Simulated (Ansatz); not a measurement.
# SiCl (quartet): B2PLYP, RPA-PBE over vertical spin and charge gaps, 6-31G

Aim: run SiCl (quartet) with these functionals over vertical spin and charge gaps, and hold them against the top wave-function level at the same points.

The runs use Ansatz 0.2.0, Gaussian basis; 6-31G, all electrons in the functionals, frozen cores in the correlation of double hybrids and RPA.

To be run: B2PLYP, RPA-PBE, at charge 0, quartet; charge 0, doublet; charge 0, sextet; charge 1, triplet; charge 1, quintet.

11 further runs of the same task are left out: 2 that didn't finish, 9 set aside as unsound or not needed. Runs told in other sessions of the task aren't counted.

## Step 1: What is computed

The geometry is a PBE0/def2-TZVP stationary point (not a proven minimum).

2 atoms, charge 0, spin multiplicity 4.

Atoms are counted from 1 here; the program's logs count them from 0.

Bond lengths: Si1–Cl2 2.058 Å.

Coordinates:

```
Si    0.0000    0.0000    0.0000
Cl    0.0000    0.0000    2.0579
```

No dispersion term is added.

The geometry shown and the zero of energy belong to the point charge 0, quartet. The yardstick, FCI, and other wave-function levels (R restricted, U unrestricted, valence and pair active spaces) come from earlier runs.

## Step 2: B2PLYP, charge 0, quartet

Contents of in.yaml:

```yaml
crystal:
  periodic: [false, false, false]
  atoms:
    - {symbol: Si, position_ang: [0.000000, 0.000000, 0.000000]}
    - {symbol: Cl, position_ang: [0.000000, 0.000000, 2.057900]}
basis:
  gaussian: {orbitals: 6-31G}
magnetization: {spin_polarized: true, initial_magnetization: 3}
hamiltonian: {xc: {name: B2PLYP}}
correlation: {electrons: outside_noble_gas}
```

Started as:

```bash
$ ansatz run in.yaml --threads 1 --pin off --events-out ev --progress --plain --max-ram 2393MiB
```

Log:

```text
Functional definition: B2PLYP
  name "B2PLYP"
  cite "Grimme, J. Chem. Phys. 124, 034108 (2006) doi:10.1063/1.2148954"
  cite "Becke, Phys. Rev. A 38, 3098 (1988) doi:10.1103/PhysRevA.38.3098"
  cite "Lee, Yang & Parr, Phys. Rev. B 37, 785 (1988) doi:10.1103/PhysRevB.37.785"
  parameter a = 0.53
  parameter c = 0.27
  exchange = (1 - a)*b88_x + a*exact_x
  correlation = (1 - c)*lyp_c + c*(mp2_os + mp2_ss)
280 factors; integrals over basis functions are off by at most 1.1e-4 eV
mean field evaluation 1: about -20384.8179 eV, gradient 4.3e0 eV
mean field evaluation 2: about -20384.8210 eV, gradient 4.3e0 eV
mean field evaluation 4: about -20385.2759 eV, gradient 1.1e0 eV
mean field evaluation 8: about -20385.3058 eV, gradient 4.3e-2 eV
mean field evaluation 16: about -20385.3058 eV, gradient 2.6e-6 eV
mean field -20385.30581696 eV, -749.1461711166 hartree, gradient 2.6e-6 eV, S^2 3.752278; 0 other end points of the search recorded, 0 dependent functions left out
10 core orbitals not correlated: weight in the atoms' cores, before any rotation towards them, 1.000 or more for the frozen orbitals, at most 0.000 for the correlated occupied ones
reference -20385.30592322 eV, -749.1461750217 hartree; 7, 4 occupied and 9, 12 virtual orbitals, 280 factors
second order -1.95116764 eV of doubles, -0.00000000 eV of singles
Total energy: -20385.83273848 eV, -749.1655351256 hartree
```

It took 0.63 s on 1 thread of Arm Neoverse V2, shared host.

From the report: ⟨S²⟩ of the determinant 3.752 (pure quartet: 3.75).

## Step 3: B2PLYP, charge 0, doublet

Changes to in.yaml since step 2:

```diff
@@ -7,3 +7,3 @@
   gaussian: {orbitals: 6-31G}
-magnetization: {spin_polarized: true, initial_magnetization: 3}
+magnetization: {spin_polarized: true, initial_magnetization: 1}
 hamiltonian: {xc: {name: B2PLYP}}
```

Launched as before.

Log (excerpt; [...] marks lines left out):

```text
Functional definition: B2PLYP
  name "B2PLYP"
  cite "Grimme, J. Chem. Phys. 124, 034108 (2006) doi:10.1063/1.2148954"
  cite "Becke, Phys. Rev. A 38, 3098 (1988) doi:10.1103/PhysRevA.38.3098"
  cite "Lee, Yang & Parr, Phys. Rev. B 37, 785 (1988) doi:10.1103/PhysRevB.37.785"
[...]
280 factors; integrals over basis functions are off by at most 1.1e-4 eV
[...]
mean field -20388.12813477 eV, -749.2498893831 hartree, gradient 3.8e-6 eV, S^2 0.751928; 0 other end points of the search recorded, 0 dependent functions left out
10 core orbitals not correlated: weight in the atoms' cores, before any rotation towards them, 1.000 or more for the frozen orbitals, at most 0.000 for the correlated occupied ones
reference -20388.12824433 eV, -749.2498934095 hartree; 6, 5 occupied and 10, 11 virtual orbitals, 280 factors
second order -2.48477370 eV of doubles, -0.00000000 eV of singles
Total energy: -20388.79913323 eV, -749.2745481218 hartree
```

It took 0.63 s on 1 thread of Arm Neoverse V2, shared host.

From the report: ⟨S²⟩ of the determinant 0.752 (pure doublet: 0.75).

From charge 0, quartet: -286.2 kJ/mol.

## Step 4: B2PLYP, charge 0, sextet

Changes to in.yaml since step 3:

```diff
@@ -7,3 +7,3 @@
   gaussian: {orbitals: 6-31G}
-magnetization: {spin_polarized: true, initial_magnetization: 1}
+magnetization: {spin_polarized: true, initial_magnetization: 5}
 hamiltonian: {xc: {name: B2PLYP}}
```

The command is unchanged.

Log (excerpt; [...] marks lines left out):

```text
Functional definition: B2PLYP
  name "B2PLYP"
  cite "Grimme, J. Chem. Phys. 124, 034108 (2006) doi:10.1063/1.2148954"
  cite "Becke, Phys. Rev. A 38, 3098 (1988) doi:10.1103/PhysRevA.38.3098"
  cite "Lee, Yang & Parr, Phys. Rev. B 37, 785 (1988) doi:10.1103/PhysRevB.37.785"
[...]
280 factors; integrals over basis functions are off by at most 1.1e-4 eV
[...]
mean field -20377.80392995 eV, -748.8704818539 hartree, gradient 2.1e-6 eV, S^2 8.751522; 0 other end points of the search recorded, 0 dependent functions left out
10 core orbitals not correlated: weight in the atoms' cores, before any rotation towards them, 1.000 or more for the frozen orbitals, at most 0.000 for the correlated occupied ones
reference -20377.80404100 eV, -748.8704859352 hartree; 8, 3 occupied and 8, 13 virtual orbitals, 280 factors
second order -1.16892891 eV of doubles, -0.00000000 eV of singles
Total energy: -20378.11965181 eV, -748.8820844183 hartree
```

Run time: 0.66 s. Hardware: 1 thread of Arm Neoverse V2, shared host.

From the report: ⟨S²⟩ of the determinant 8.752 (pure sextet: 8.75).

From charge 0, quartet: +744.2 kJ/mol.

## Step 5: B2PLYP, charge 1, triplet

Changes to in.yaml since step 4:

```diff
@@ -7,3 +7,4 @@
   gaussian: {orbitals: 6-31G}
-magnetization: {spin_polarized: true, initial_magnetization: 5}
+total_charge: 1
+magnetization: {spin_polarized: true, initial_magnetization: 2}
 hamiltonian: {xc: {name: B2PLYP}}
```

Same command.

Log (excerpt; [...] marks lines left out):

```text
Functional definition: B2PLYP
  name "B2PLYP"
  cite "Grimme, J. Chem. Phys. 124, 034108 (2006) doi:10.1063/1.2148954"
  cite "Becke, Phys. Rev. A 38, 3098 (1988) doi:10.1103/PhysRevA.38.3098"
  cite "Lee, Yang & Parr, Phys. Rev. B 37, 785 (1988) doi:10.1103/PhysRevB.37.785"
[...]
280 factors; integrals over basis functions are off by at most 1.1e-4 eV
[...]
mean field -20377.14153287 eV, -748.8461392105 hartree, gradient 1.1e-6 eV, S^2 2.008529; 8 other end points of the search recorded, 0 dependent functions left out
10 core orbitals not correlated: weight in the atoms' cores, before any rotation towards them, 1.000 or more for the frozen orbitals, at most 0.000 for the correlated occupied ones
reference -20377.14164246 eV, -748.8461432377 hartree; 6, 4 occupied and 10, 12 virtual orbitals, 280 factors
second order -2.30612629 eV of doubles, -0.00000000 eV of singles
Total energy: -20377.76429656 eV, -748.8690253537 hartree
```

Run time: 1.8 s. Hardware: 1 thread of Arm Neoverse V2, shared host.

From the report: ⟨S²⟩ of the determinant 2.009 (pure triplet: 2.00).

From charge 0, quartet: +778.5 kJ/mol.

## Step 6: B2PLYP, charge 1, quintet

Changes to in.yaml since step 5:

```diff
@@ -8,3 +8,3 @@
 total_charge: 1
-magnetization: {spin_polarized: true, initial_magnetization: 2}
+magnetization: {spin_polarized: true, initial_magnetization: 4}
 hamiltonian: {xc: {name: B2PLYP}}
```

Launched as before.

Log (excerpt; [...] marks lines left out):

```text
Functional definition: B2PLYP
  name "B2PLYP"
  cite "Grimme, J. Chem. Phys. 124, 034108 (2006) doi:10.1063/1.2148954"
  cite "Becke, Phys. Rev. A 38, 3098 (1988) doi:10.1103/PhysRevA.38.3098"
  cite "Lee, Yang & Parr, Phys. Rev. B 37, 785 (1988) doi:10.1103/PhysRevB.37.785"
[...]
280 factors; integrals over basis functions are off by at most 1.1e-4 eV
[...]
mean field -20373.12735150 eV, -748.6986207657 hartree, gradient 1.4e-6 eV, S^2 6.001471; 0 other end points of the search recorded, 0 dependent functions left out
10 core orbitals not correlated: weight in the atoms' cores, before any rotation towards them, 1.000 or more for the frozen orbitals, at most 0.000 for the correlated occupied ones
reference -20373.12745447 eV, -748.6986245498 hartree; 7, 3 occupied and 9, 13 virtual orbitals, 280 factors
second order -1.14402257 eV of doubles, -0.00000000 eV of singles
Total energy: -20373.43634056 eV, -748.7099759044 hartree
```

It took 0.66 s on 1 thread of Arm Neoverse V2, shared host.

From the report: ⟨S²⟩ of the determinant 6.001 (pure quintet: 6.00).

From charge 0, quartet: +1196.1 kJ/mol.

## Step 7: RPA-PBE, charge 0, quartet

Contents of in.yaml:

```yaml
crystal:
  periodic: [false, false, false]
  atoms:
    - {symbol: Si, position_ang: [0.000000, 0.000000, 0.000000]}
    - {symbol: Cl, position_ang: [0.000000, 0.000000, 2.057900]}
basis:
  gaussian: {orbitals: 6-31G}
magnetization: {spin_polarized: true, initial_magnetization: 3}
hamiltonian: {xc: {name: PBE}}
correlation: {method: rpa, electrons: outside_noble_gas}
```

The command is unchanged.

Log (excerpt; [...] marks lines left out):

```text
Functional definition: PBE
  name "PBE"
  cite "Perdew, Burke & Ernzerhof, Phys. Rev. Lett. 77, 3865 (1996) doi:10.1103/PhysRevLett.77.3865"
  parent pbe
[...]
280 factors; integrals over basis functions are off by at most 1.1e-4 eV
[...]
mean field -20385.22790839 eV, -749.1433080296 hartree, gradient 7.5e-6 eV, S^2 3.750689; 5 other end points of the search recorded, 0 dependent functions left out
10 core orbitals not correlated: weight in the atoms' cores, before any rotation towards them, 1.000 or more for the frozen orbitals, at most 0.000 for the correlated occupied ones
reference -20360.92098576 eV, -748.2500450988 hartree; 7, 4 occupied and 9, 12 virtual orbitals, 280 factors
Total energy: -20363.94685856 eV, -748.3612438732 hartree
```

Run time: 1.5 s. Hardware: 1 thread of Arm Neoverse V2, shared host.

From the report: ⟨S²⟩ of the determinant 3.751 (pure quartet: 3.75).

## Step 8: RPA-PBE, charge 0, doublet

Changes to in.yaml since step 7:

```diff
@@ -7,3 +7,3 @@
   gaussian: {orbitals: 6-31G}
-magnetization: {spin_polarized: true, initial_magnetization: 3}
+magnetization: {spin_polarized: true, initial_magnetization: 1}
 hamiltonian: {xc: {name: PBE}}
```

The command is unchanged.

Log (excerpt; [...] marks lines left out):

```text
Functional definition: PBE
  name "PBE"
  cite "Perdew, Burke & Ernzerhof, Phys. Rev. Lett. 77, 3865 (1996) doi:10.1103/PhysRevLett.77.3865"
  parent pbe
[...]
280 factors; integrals over basis functions are off by at most 1.1e-4 eV
[...]
mean field -20388.20555577 eV, -749.2527345526 hartree, gradient 1.0e-6 eV, S^2 0.751189; 2 other end points of the search recorded, 0 dependent functions left out
10 core orbitals not correlated: weight in the atoms' cores, before any rotation towards them, 1.000 or more for the frozen orbitals, at most 0.000 for the correlated occupied ones
reference -20362.91129776 eV, -748.3231877155 hartree; 6, 5 occupied and 10, 11 virtual orbitals, 280 factors
Total energy: -20366.84483679 eV, -748.4677426087 hartree
```

Run time: 0.93 s. Hardware: 1 thread of Arm Neoverse V2, shared host.

From the report: ⟨S²⟩ of the determinant 0.751 (pure doublet: 0.75).

From charge 0, quartet: -279.6 kJ/mol.

## Step 9: RPA-PBE, charge 0, sextet

Changes to in.yaml since step 8:

```diff
@@ -7,3 +7,3 @@
   gaussian: {orbitals: 6-31G}
-magnetization: {spin_polarized: true, initial_magnetization: 1}
+magnetization: {spin_polarized: true, initial_magnetization: 5}
 hamiltonian: {xc: {name: PBE}}
```

The command is unchanged.

Log (excerpt; [...] marks lines left out):

```text
Functional definition: PBE
  name "PBE"
  cite "Perdew, Burke & Ernzerhof, Phys. Rev. Lett. 77, 3865 (1996) doi:10.1103/PhysRevLett.77.3865"
  parent pbe
[...]
280 factors; integrals over basis functions are off by at most 1.1e-4 eV
[...]
mean field -20377.43858019 eV, -748.8570554982 hartree, gradient 1.7e-6 eV, S^2 8.750404; 3 other end points of the search recorded, 0 dependent functions left out
10 core orbitals not correlated: weight in the atoms' cores, before any rotation towards them, 1.000 or more for the frozen orbitals, at most 0.000 for the correlated occupied ones
reference -20354.32387775 eV, -748.0076058511 hartree; 8, 3 occupied and 8, 13 virtual orbitals, 280 factors
Total energy: -20356.75679127 eV, -748.0970137740 hartree
```

Run time: 0.93 s. Hardware: 1 thread of Arm Neoverse V2, shared host.

From the report: ⟨S²⟩ of the determinant 8.750 (pure sextet: 8.75).

From charge 0, quartet: +693.7 kJ/mol.

## Step 10: RPA-PBE, charge 1, triplet

Changes to in.yaml since step 9:

```diff
@@ -7,3 +7,4 @@
   gaussian: {orbitals: 6-31G}
-magnetization: {spin_polarized: true, initial_magnetization: 5}
+total_charge: 1
+magnetization: {spin_polarized: true, initial_magnetization: 2}
 hamiltonian: {xc: {name: PBE}}
```

The command is unchanged.

Log (excerpt; [...] marks lines left out):

```text
Functional definition: PBE
  name "PBE"
  cite "Perdew, Burke & Ernzerhof, Phys. Rev. Lett. 77, 3865 (1996) doi:10.1103/PhysRevLett.77.3865"
  parent pbe
[...]
280 factors; integrals over basis functions are off by at most 1.1e-4 eV
[...]
mean field -20377.02109371 eV, -748.8417131530 hartree, gradient 1.8e-6 eV, S^2 2.005618; 10 other end points of the search recorded, 0 dependent functions left out
10 core orbitals not correlated: weight in the atoms' cores, before any rotation towards them, 1.000 or more for the frozen orbitals, at most 0.000 for the correlated occupied ones
reference -20352.52656387 eV, -747.9415557843 hartree; 6, 4 occupied and 10, 12 virtual orbitals, 280 factors
Total energy: -20356.25105891 eV, -748.0784284523 hartree
```

Run time: 3.1 s. Hardware: 1 thread of Arm Neoverse V2, shared host.

From the report: ⟨S²⟩ of the determinant 2.006 (pure triplet: 2.00).

From charge 0, quartet: +742.5 kJ/mol.

## Step 11: RPA-PBE, charge 1, quintet

Changes to in.yaml since step 10:

```diff
@@ -8,3 +8,3 @@
 total_charge: 1
-magnetization: {spin_polarized: true, initial_magnetization: 2}
+magnetization: {spin_polarized: true, initial_magnetization: 4}
 hamiltonian: {xc: {name: PBE}}
```

The command is unchanged.

Log (excerpt; [...] marks lines left out):

```text
Functional definition: PBE
  name "PBE"
  cite "Perdew, Burke & Ernzerhof, Phys. Rev. Lett. 77, 3865 (1996) doi:10.1103/PhysRevLett.77.3865"
  parent pbe
[...]
280 factors; integrals over basis functions are off by at most 1.1e-4 eV
[...]
mean field -20372.45010386 eV, -748.6737323744 hartree, gradient 1.1e-6 eV, S^2 6.000491; 4 other end points of the search recorded, 0 dependent functions left out
10 core orbitals not correlated: weight in the atoms' cores, before any rotation towards them, 1.000 or more for the frozen orbitals, at most 0.000 for the correlated occupied ones
reference -20349.74669463 eV, -747.8393974741 hartree; 7, 3 occupied and 9, 13 virtual orbitals, 280 factors
Total energy: -20352.20923663 eV, -747.9298942234 hartree
```

Wall time 1 s (1 thread of Arm Neoverse V2, shared host).

From the report: ⟨S²⟩ of the determinant 6.000 (pure quintet: 6.00).

From charge 0, quartet: +1132.5 kJ/mol.

## Step 12: Against the wave-function levels

The yardstick is full CI for this spin, exact in this basis with these frozen cores. It comes from earlier runs at the same points. Energies in kJ/mol, counted from charge 0, quartet; blanks weren't run or aren't comparable.

| level | quartet to doublet | quartet to sextet | ionisation to the triplet cation | ionisation to the quintet cation |
| --- | --- | --- | --- | --- |
| FCI | -241.4 | 709.0 | 770.4 | 1152.6 |
| B2PLYP | -286.2 | 744.2 | 778.5 | 1196.1 |
| RPA-PBE | -279.6 | 693.7 | 742.5 | 1132.5 |

Largest miss and mean time a point (FCI took 75 s a point; shared hosts):

| level | largest miss (kJ/mol) | where | time a point |
| --- | --- | --- | --- |
| B2PLYP | -44.9 | quartet to doublet | 0.88 s |
| RPA-PBE | -38.3 | quartet to doublet | 1.5 s |

## Step 13: Summary of results

| quantity | value |
| --- | --- |
| quartet to doublet, FCI | -241.4 kJ/mol |
| quartet to sextet, FCI | 709.0 kJ/mol |
| ionisation to the triplet cation, FCI | 770.4 kJ/mol |
| ionisation to the quintet cation, FCI | 1152.6 kJ/mol |
| largest miss, B2PLYP | -44.9 kJ/mol (quartet to doublet) |
| largest miss, RPA-PBE | -38.3 kJ/mol (quartet to doublet) |

**Reading.** Of the functionals, RPA-PBE keep the smallest largest miss at the points compared (at most 38.3 kJ/mol) and B2PLYP strays most (44.9 kJ/mol, at quartet to doublet). Functionals and the yardstick converge differently with the basis, so part of each miss in 6-31G is the basis.
